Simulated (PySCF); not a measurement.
## Stationary points of CCl₃

These are results of PySCF, PBE0, basis C def2-SVP, Cl def2-SVP (no relativity, density fitting), not measurements.

Relaxations began from a few typed shapes; open shells are unrestricted. The search is not exhaustive: other isomers or separated fragments can lie lower, and high-lying points may rest on an excited occupation.

```
   spin  group              bonds               angles  imaginary modes (cm⁻¹)  ΔE (kJ/mol)  ΔE with ZPE (kJ/mol)
doublet    C3v  C–Cl 1.712 Å (×3)  Cl–C–Cl 117.1° (×3)                    none          0.0                   0.0
doublet    D3h  C–Cl 1.699 Å (×3)  Cl–C–Cl 120.0° (×3)                    273i          5.8                     –
```

The lowest minimum found is the doublet C3v: C–Cl 1.712 Å (×3); Cl–C–Cl 117.1° (×3).
